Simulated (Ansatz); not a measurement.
Results of PBE-D3(BJ) in Ansatz (PAW) for fcc Ir.

Numerical settings: plane-wave cutoff 520 eV, 24×24×24 k mesh, Fermi–Dirac smearing 0.05 eV, no spin polarisation, scalar-relativistic PAW data made under PBE.

Energies at three volumes about the minimum:

```json
[
 {"V (Å³/atom)": "13.879", "E − E_lowest (meV/atom)": "6.88"},
 {"V (Å³/atom)": "14.162", "E − E_lowest (meV/atom)": "0.00"},
 {"V (Å³/atom)": "14.445", "E − E_lowest (meV/atom)": "6.35"}
]
```

**Question.** Fit a parabola by hand: where is the minimum, what lattice constant follows, and what is the bulk modulus?

**Answer.** Slopes: (0.00 − 6.88)/(14.162 − 13.879) = -24.311 and (6.35 − 0.00)/(14.445 − 14.162) = 22.438 meV/Å³. Curvature E″ = 2 × (22.438 − (-24.311))/(14.445 − 13.879) = 165.191 meV/Å⁶. From the middle of the first interval, the slope vanishes at V0 = 14.0205 − (-24.311)/165.191 = 14.168 Å³/atom. B = V0 E″ = 14.168 × 165.191 meV/Å³ × 0.1602 GPa per meV/Å³ = 375 GPa. With 4 atoms in the cube, a = (4 × 14.168)^(1/3) = 3.841 Å. The full Birch–Murnaghan fit to all volumes gives V0 = 14.162 Å³/atom and B0 = 373 GPa.

Measured, for comparison: bulk modulus 365 GPa (corrected for temperature and zero-point phonon effects; as tabulated in Levämäki et al. (2014), arXiv:1402.3671); lattice constant a 3.831 Å (static lattice: zero-point anharmonic expansion removed; as tabulated in Mejia-Rodriguez and Trickey (2018), arXiv:1807.09216). Computed (rounded) less measured: bulk modulus +2 %.

Ansatz is a first-principles code.
